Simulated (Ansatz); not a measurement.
# SiNH₂ (quartet): wave-function methods side by side, def2-QZVPP

One table from this session's results is given with a row withheld; the runs are named, their logs left out.

The runs use Ansatz 0.2.0, Gaussian basis; def2-QZVPP, core rule «outside noble gas», up to 6 orbitals frozen.

The runs, in order: UHF; ROHF; CCSD(T) on UHF.

2 further runs of the same task are left out: 2 set aside as unsound or not needed. Runs told in other sessions of the task aren't counted.

### The geometry

The geometry is a PBE0/def2-TZVP stationary point (not a proven minimum) of the parent state, kept for this charge and spin.

4 atoms, charge 0, spin multiplicity 4.

Atoms are counted from 1 here; the program's logs count them from 0.

Bond lengths: Si1–N2 1.705 Å, N2–H3 1.010 Å, N2–H4 1.010 Å. Angles: Si1–N2–H3 124.3°, Si1–N2–H4 124.3°, H3–N2–H4 111.4°.

Set-up of the first run:

The input, in.yaml:

```yaml
crystal:
  periodic: [false, false, false]
  atoms:
    - {symbol: Si, position_ang: [0.000000, 0.000000, 0.645532]}
    - {symbol: N, position_ang: [0.000000, 0.000000, -1.059936]}
    - {symbol: H, position_ang: [0.000000, 0.834992, -1.628999]}
    - {symbol: H, position_ang: [0.000000, -0.834993, -1.628999]}
basis:
  gaussian: {orbitals: "def2-QZVPP.json"}
magnetization: {spin_polarized: true, initial_magnetization: 3}
hamiltonian: {xc: hf}
output: {orbitals: {seedname: orbitals}}
```

Started as:

```console
> ansatz run in.yaml --threads 1 --pin off --events-out ev --progress --plain --max-ram 2393MiB
```

Steps of the session up to this table: UHF; ROHF; CCSD(T) on UHF.

One of the session's tables, all rows but one given; the rest of the session is left out.

```
  method  from UCCSD(T) (meV)
    ROHF              +8533.5
     UHF              +8494.6
    UMP2                    ?
   UCCSD               +338.8
UCCSD(T)                    0
```

**Question.** Estimate the row for UMP2.

The run gave: from UCCSD(T) (meV): +724.7. In the column «from UCCSD(T) (meV)» it lies between UCCSD (+338.8) and UHF (+8494.6).
